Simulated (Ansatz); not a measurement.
in.yaml

```yaml
crystal:
  periodic: [false, false, false]
  atoms:
    - {symbol: N, position_ang: [0.000663, 0.006071, 0.555635]}
    - {symbol: C, position_ang: [-0.000170, -0.010072, -0.820668]}
    - {symbol: H, position_ang: [0.047794, 0.912501, 1.014021]}
    - {symbol: H, position_ang: [-0.054983, -0.876839, 1.043823]}
basis:
  gaussian: {orbitals: cc-pVDZ}
magnetization: {spin_polarized: true, initial_magnetization: 3}
correlation: {method: ccsdt_q, electrons: outside_noble_gas}
```

```sh
$ ansatz run in.yaml --threads 1 --pin off --events-out ev --progress --plain --max-ram 2393MiB
```

Log:

```
713 factors; integrals over basis functions are off by at most 2.3e-7 eV
mean field evaluation 1: about -2536.4561 eV, gradient 1.4e1 eV
mean field evaluation 2: about -2536.4574 eV, gradient 1.4e1 eV
mean field evaluation 4: about -2538.4788 eV, gradient 3.2e0 eV
mean field evaluation 8: about -2538.6485 eV, gradient 2.3e-1 eV
mean field evaluation 16: about -2538.6098 eV, gradient 1.4e0 eV
mean field evaluation 32: about -2536.4100 eV, gradient 3.8e-2 eV
mean field evaluation 64: about -2536.4098 eV, gradient 7.4e-2 eV
mean field -2538.64938394 eV, -93.2936441015 hartree, gradient 1.8e-6 eV, S^2 3.757743; 2 other end points of the search recorded, 0 dependent functions left out
determinant -2538.64938394 eV, -93.2936441015 hartree, with singles and doubles -2545.38500975 eV, -93.5411737846 hartree
determinant -2536.40989180 eV, -93.2113442832 hartree, with singles and doubles -2543.07320741 eV, -93.4562166154 hartree
2 core orbitals not correlated: weight in the atoms' cores, before any rotation towards them, 1.000 or more for the frozen orbitals, at most 0.000 for the correlated occupied ones
reference -2538.64938394 eV, -93.2936441015 hartree; 7, 4 occupied and 29, 32 virtual orbitals, 713 factors
second order -6.12884893 eV of doubles, -0.00000000 eV of singles
cycle   1  -6.51123072 eV  change   -3.8e-1 eV  update   6.0e-2
cycle   2  -6.82164771 eV  change   -3.1e-1 eV  update   2.5e-2
cycle   3  -6.91849133 eV  change   -9.7e-2 eV  update   1.5e-2
cycle   4  -6.90217318 eV  change    1.6e-2 eV  update   5.9e-3
cycle   5  -6.90387420 eV  change   -1.7e-3 eV  update   2.8e-3
cycle   6  -6.90563655 eV  change   -1.8e-3 eV  update   8.3e-4
cycle   7  -6.90530367 eV  change    3.3e-4 eV  update   3.5e-4
cycle   8  -6.90531501 eV  change   -1.1e-5 eV  update   2.3e-4
cycle   9  -6.90537805 eV  change   -6.3e-5 eV  update   1.3e-4
cycle  10  -6.90526128 eV  change    1.2e-4 eV  update   7.6e-5
cycle  11  -6.90536282 eV  change   -1.0e-4 eV  update   4.1e-5
cycle  12  -6.90535796 eV  change    4.9e-6 eV  update   1.8e-5
cycle  13  -6.90536702 eV  change   -9.1e-6 eV  update   7.5e-6
cycle  14  -6.90535930 eV  change    7.7e-6 eV  update   4.3e-6
cycle  15  -6.90535706 eV  change    2.2e-6 eV  update   2.6e-6
cycle  16  -6.90535711 eV  change   -4.8e-8 eV  update   1.8e-6
cycle  17  -6.90535785 eV  change   -7.4e-7 eV  update   1.3e-6
perturbative correction -0.01317363 eV, -0.0004841220 hartree
Total energy: -2545.56791542 eV, -93.5478954437 hartree
```

Ran on 1 thread of Arm Neoverse V2, shared host: 19 s wall, 0.31 GiB peak host memory.
